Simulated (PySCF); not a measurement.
Compound: thioacetic acid, C2H4OS.
Numbering: `[CH3:1][C:2]([OH:3])=[S:4]` (hydrogens: H5, H6, H7 on C1; H8 on O3)

Structure used (PBE0-D3(BJ)/def2-SVP), in Å, numbered top down from 1:
```
atom  x, y, z in Å
C1    -0.9705   -0.0667   -0.0949
C2     0.4854    0.2466   -0.0044
O3     1.1964   -0.8311    0.3088
S4     1.1680    1.7113   -0.2476
H5    -1.1276   -0.8724   -0.8295
H6    -1.3226   -0.4476    0.8773
H7    -1.5461    0.8192   -0.3788
H8     2.1251   -0.5484    0.3531
```

Computed with PBE0-D3(BJ)/def2-SVP geometry optimisation, gas phase in PySCF.

Take the most abundant isotopes and a rigid rotor. The values belong to one conformer with, in the numbering `[CH3:1][C:2]([OH:3])=[S:4]`, C1–C2–O3–H 180°.

Question: What are A, B and C (MHz)?

Answer: Ia = 49.70, Ib = 99.96, Ic = 146.50 u·Å²; 505379 MHz·u·Å²/I gives A = 10169, B = 5056, C = 3450 MHz.

Question: What kind of rotor is it?

Answer: An asymmetric top; Ray's κ = -0.522.

Question: Is it planar, by Δ = Ic − Ia − Ib?

Answer: Not planar: Δ = Ic − Ia − Ib = -3.16 u·Å². For a rigid frame Δ = −2 Σ m c², so Σ m c² = 1.58 u·Å² lies off the ab plane, practically all of it from hydrogen. The atom farthest from that plane is 0.90 Å away.

Question: Give the other two planar moments, Paa and Pbb, and the rms extents of the mass along the axes.

Answer: Paa = Σ m a² = (Ib + Ic − Ia)/2 = 98.38 and Pbb = Σ m b² = (Ia + Ic − Ib)/2 = 48.12 u·Å². With the mass M = 76.00 u, the rms extents √(P/M) along a, b and c are 1.14, 0.80, 0.14 Å.

Question: Where do the levels up to J = 2 lie, in K?

Answer: Above 0(0,0), as E/k:
J = 1: 1(0,1) 0.408, 1(1,1) 0.654, 1(1,0) 0.731
J = 2: 2(0,2) 1.209, 2(1,2) 1.393, 2(1,1) 1.624, 2(2,1) 2.360, 2(2,0) 2.376

Question: Predict some low-J microwave lines.

Answer: The dipole components are |μa| = 1.87 D, |μb| = 0.38 D, |μc| = 0.00 D; the mirror of this Cs structure is the ab plane, so μc vanishes by symmetry (the 0.01 D computed is a residue) and there are no c-type lines. Intensities carry the squares of the components, which stand as 1.00 : 0.04 (a : b). Some lines, for components of 0.1 D or more:

```json
{"type": "a", "branch": "Q", "J(Ka,Kc)": "2(1,1) ← 2(1,2)", "MHz": "4819", "lower level (cm⁻¹)": "0.968"}
{"type": "b", "branch": "Q", "J(Ka,Kc)": "1(1,0) ← 1(0,1)", "MHz": "6719", "lower level (cm⁻¹)": "0.284"}
{"type": "a", "branch": "R", "J(Ka,Kc)": "1(0,1) ← 0(0,0)", "MHz": "8506", "lower level (cm⁻¹)": "0.000"}
{"type": "b", "branch": "Q", "J(Ka,Kc)": "2(1,1) ← 2(0,2)", "MHz": "8648", "lower level (cm⁻¹)": "0.840"}
{"type": "b", "branch": "R", "J(Ka,Kc)": "2(0,2) ← 1(1,1)", "MHz": "11576", "lower level (cm⁻¹)": "0.454"}
{"type": "b", "branch": "Q", "J(Ka,Kc)": "3(1,2) ← 3(0,3)", "MHz": "12044", "lower level (cm⁻¹)": "1.651"}
{"type": "b", "branch": "R", "J(Ka,Kc)": "1(1,1) ← 0(0,0)", "MHz": "13618", "lower level (cm⁻¹)": "0.000"}
{"type": "b", "branch": "Q", "J(Ka,Kc)": "3(2,1) ← 3(1,2)", "MHz": "14691", "lower level (cm⁻¹)": "2.053"}
{"type": "a", "branch": "R", "J(Ka,Kc)": "2(1,2) ← 1(1,1)", "MHz": "15405", "lower level (cm⁻¹)": "0.454"}
{"type": "a", "branch": "R", "J(Ka,Kc)": "2(0,2) ← 1(0,1)", "MHz": "16689", "lower level (cm⁻¹)": "0.284"}
{"type": "a", "branch": "R", "J(Ka,Kc)": "2(1,1) ← 1(1,0)", "MHz": "18618", "lower level (cm⁻¹)": "0.508"}
{"type": "b", "branch": "Q", "J(Ka,Kc)": "2(2,1) ← 2(1,2)", "MHz": "20157", "lower level (cm⁻¹)": "0.968"}
{"type": "b", "branch": "R", "J(Ka,Kc)": "3(0,3) ← 2(1,2)", "MHz": "20475", "lower level (cm⁻¹)": "0.968"}
{"type": "b", "branch": "R", "J(Ka,Kc)": "2(1,2) ← 1(0,1)", "MHz": "20518", "lower level (cm⁻¹)": "0.284"}
{"type": "b", "branch": "Q", "J(Ka,Kc)": "3(2,2) ← 3(1,3)", "MHz": "22752", "lower level (cm⁻¹)": "1.733"}
{"type": "a", "branch": "R", "J(Ka,Kc)": "3(1,3) ← 2(1,2)", "MHz": "22923", "lower level (cm⁻¹)": "0.968"}
{"type": "a", "branch": "R", "J(Ka,Kc)": "3(2,2) ← 2(2,1)", "MHz": "25517", "lower level (cm⁻¹)": "1.640"}
{"type": "a", "branch": "R", "J(Ka,Kc)": "3(2,1) ← 2(2,0)", "MHz": "26730", "lower level (cm⁻¹)": "1.651"}
{"type": "b", "branch": "R", "J(Ka,Kc)": "3(1,3) ← 2(0,2)", "MHz": "26752", "lower level (cm⁻¹)": "0.840"}
{"type": "a", "branch": "R", "J(Ka,Kc)": "3(1,2) ← 2(1,1)", "MHz": "27700", "lower level (cm⁻¹)": "1.129"}
{"type": "b", "branch": "Q", "J(Ka,Kc)": "3(3,1) ← 3(2,2)", "MHz": "29765", "lower level (cm⁻¹)": "2.492"}
{"type": "b", "branch": "R", "J(Ka,Kc)": "2(2,1) ← 1(1,0)", "MHz": "33956", "lower level (cm⁻¹)": "0.508"}
{"type": "b", "branch": "R", "J(Ka,Kc)": "2(2,0) ← 1(1,1)", "MHz": "35885", "lower level (cm⁻¹)": "0.454"}
{"type": "b", "branch": "R", "J(Ka,Kc)": "3(2,2) ← 2(1,1)", "MHz": "40855", "lower level (cm⁻¹)": "1.129"}
{"type": "b", "branch": "R", "J(Ka,Kc)": "3(3,1) ← 2(2,0)", "MHz": "54959", "lower level (cm⁻¹)": "1.651"}
{"type": "b", "branch": "R", "J(Ka,Kc)": "3(3,0) ← 2(2,1)", "MHz": "55323", "lower level (cm⁻¹)": "1.640"}
```

Stationary, but not proved a minimum. Constants of a rigid frame at the computed geometry: no zero-point averaging, no centrifugal distortion. A rigid rotor knows nothing of internal rotation, which can split or shift real lines.
